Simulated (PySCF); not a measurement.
# CH4O: the cost of one run

The runs use PySCF 2.14.0, with density-fitted response routines of our own; the level of theory stands in each step. All values are computed, except where a source is named. Atoms count from 0, in the outputs and in this text.

**1. The starting structure**

6 atoms, charge 0, multiplicity 1; geometry from: GFN2-xTB. The atoms were then displaced at random by about 0.01 Å, so the start is not that level's minimum.

Bonds of the start (Å): C0–O1 1.38, C0–H2 1.09, C0–H3 1.07, C0–H4 1.12, O1–H5 0.97.

**2. Geometry optimisation at PBE0-D3(BJ)/def2-SVP**

The job: settings as JSON, then the geometry in Å.

```
{"job": {"xc": "PBE0", "basis": "def2-SVP", "d3": "d3bj", "grid": 1, "shake": 0.01, "kind": "geom"}, "charge": 0, "multiplicity": 1}
C     -0.341650    -0.018010     0.018580
O      0.899920    -0.438170    -0.407400
H     -0.512360    -0.105160     1.087740
H     -1.058660    -0.616980    -0.497990
H     -0.541330     1.046390    -0.271120
H      1.578250     0.101920     0.025510
```

Launch:

```bash
> OMP_NUM_THREADS=1 python probes_run.py task.json out
```

One launch serves the whole session: the jobs run in the order shown.

**Question.** How long does this first job take on 1 thread of Intel Xeon 6975P-C, shared host, and how much memory does it need?

About 2.9 s, with a peak of 0.27 GiB.
